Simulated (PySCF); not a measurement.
# MgAl−: bond curves at several levels of theory

What are the lowest state that PBE0 finds, the bond length, vibrational wavenumber and bond energy of MgAl−, and how much do these hang on the method?

Method: Mg aug-pcseg-1, Al aug-pcseg-1, no relativity; program: PySCF 2.14.0.

3 further runs of the same task are left out: 3 set aside as unsound or not needed.

**1. The job**

The job is set up so:

- atoms: Mg, Al
- charge: -1
- basis: Mg aug-pcseg-1, Al aug-pcseg-1
- Hamiltonian: no relativity
- basis functions: 41
- electrons treated: 26
- masses in u: 23.9850, 26.9815
- levels: PBE0, PBE, r²SCAN, M06, B3LYP, BP86, HF, MP2, SCS-MP2, CCSD, CCSD(T)
- grid: 80 radial by 434 angular points
- occupations: held fixed by the projection of orbital angular momentum
- dissociation limit: Mg + Al−, each in its ground configuration
- starting distance in angstrom: 2.650
- values of 2S to try: 0, 2

Started as:

```
$ OMP_NUM_THREADS=1 python dia.py task.json out
```

The runs that follow: First curve: PBE0; PBE (GGA); r²SCAN (meta-GGA); M06 (hybrid meta-GGA); B3LYP (global hybrid GGA); BP86 (GGA); ROHF; Correlated methods on the Hartree–Fock reference.

What does the calculation give? Wanted: for each run, Re; ωe; De; μ.

The runs gave:

Lowest PBE0 solution found, without spin–orbit coupling: ³Σ⁻ (triplet), unpaired electrons π ↑↑.

```tsv
level	Re (Å)	ωe (cm⁻¹)	De (eV)	μ (D)
ROHF	3.151	114.7	0.261	-2.42
ROHF-MP2	2.823	207.9	0.61	n/a
ROHF-SCS-MP2	2.861	188.9	0.51	n/a
ROHF-CCSD	2.908	178.6	0.476	n/a
ROHF-CCSD(T)	2.863	197.9	0.56	n/a
PBE	2.773	237.0	0.98	-1.30
BP86	2.783	230.7	0.90	-1.26
r²SCAN	2.752	247.7	1.05	-1.13
B3LYP	2.823	208.0	0.66	-1.56
PBE0	2.777	233.3	0.91	-1.38
M06	2.753	227.6	0.80	-1.36
```

De is counted to Mg + Al− in their ground configurations. A positive dipole points from Mg to Al; in an ion it is taken about the centre of mass and does not tell which atom is negative.

**Reading.** The methods spread over 0.399 Å in bond length, from r²SCAN to ROHF. CCSD(T) can't serve as the judge here: for a weak bond in this basis it is far from its limit. Among the levels with a De in the table, it runs from 0.261 eV (ROHF) to 1.05 eV (r²SCAN).

Correlated steps freeze 6 core orbitals. With some functionals the highest level of the anion is positive, from self-interaction error or because the anion is truly unbound there; the finite basis then holds the extra electron, and no neutral molecule was run to test the binding.
